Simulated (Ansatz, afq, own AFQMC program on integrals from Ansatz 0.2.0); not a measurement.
# NaH2− (singlet): AFQMC on the coupled-cluster ladder, aug-cc-pVDZ

One table from this session's results is given with a row withheld; the runs are named, their logs left out.

Computed with Ansatz 0.2.0, Gaussian basis, and an in-house AFQMC program (afq) on its integrals; all values are calculated. Level: aug-cc-pVDZ, frozen cores.

Plan: Full CI; PBE (unrestricted); r2SCAN (unrestricted); PBE0 (unrestricted); B3LYP (unrestricted); wB97M-V (unrestricted); B2PLYP (unrestricted); CCSD(T) on RHF; Full CI; CCSDT(Q) on RHF; CCSD(T) on RHF; CCSD(T) on RHF; Phaseless AFQMC, CISD trial on RHF; Phaseless AFQMC, single-determinant trial on RHF; Free-projection AFQMC, CISD trial on RHF; UHF.

## The geometry

The geometry is a PBE0/def2-TZVPD stationary point (not a proven minimum).

3 atoms, charge -1, spin multiplicity 1.

Atoms are counted from 1 here; the program's logs count them from 0.

Bond lengths: Na1–H2 2.066 Å, Na1–H3 2.066 Å. Angles: H2–Na1–H3 180.0°.

Geometry (Å):

```
Na    0.0000    0.0000    0.0000
H     0.0000    0.0000   -2.0658
H     0.0000    0.0000    2.0658
```

Set-up of the first run:

The input, in.yaml:

```yaml
crystal:
  periodic: [false, false, false]
  atoms:
    - {symbol: Na, position_ang: [0.000000, 0.000000, 0.000000]}
    - {symbol: H, position_ang: [0.000000, 0.000000, -2.065760]}
    - {symbol: H, position_ang: [0.000000, 0.000000, 2.065760]}
basis:
  gaussian: {orbitals: aug-cc-pVDZ}
total_charge: -1
correlation: {method: fci, electrons: outside_noble_gas}
```

Run with:

```sh
ansatz run in.yaml --threads 1 --pin off --events-out ev --progress --plain --max-ram 1843MiB
```

Steps of the session up to this table: Full CI; PBE (unrestricted); r2SCAN (unrestricted); PBE0 (unrestricted); B3LYP (unrestricted); wB97M-V (unrestricted); B2PLYP (unrestricted); CCSD(T) on RHF; CCSDT(Q) on RHF; Phaseless AFQMC, CISD trial on RHF; Phaseless AFQMC, single-determinant trial on RHF; Free-projection AFQMC, CISD trial on RHF; UHF.

One of the session's tables, all rows but one given; the rest of the session is left out.

On the RHF determinant, counted from full CI (exact for this spin and basis):

```
                                                             level  from full CI (kJ/mol)
                                                                HF                      ?
                                                               MP2                  +52.7
                                                              CCSD                   +0.8
                                                           CCSD(T)                   +0.3
                                                          CCSDT(Q)                    0.0
                                                           full CI                    0.0
               Phaseless AFQMC, CISD trial, step 0.005, 70 walkers                   +0.1
Phaseless AFQMC, single-determinant trial, step 0.005, 140 walkers                   -7.2
          Free-projection AFQMC, CISD trial, step 0.03, 70 walkers                   +0.1
```

**Question.** Estimate the row for HF.

As computed: from full CI (kJ/mol): +183.0. In the column «from full CI (kJ/mol)» it is the highest.

The functionals' totals stand on their own zeros and serve differences with other points: PBE -4444.221 eV; r2SCAN -4446.642 eV; PBE0 -4444.633 eV; B3LYP -4448.285 eV; wB97M-V -4446.878 eV; B2PLYP -4444.159 eV.

Limits of these values: On the RHF determinant, counted from full CI (exact for this spin and basis): On RHF the phaseless walk with the CISD trial lies +0.1 kJ/mol from full CI, within three error bars. Error bars are statistical and leave out the constraint, the time step and what remains of the start.
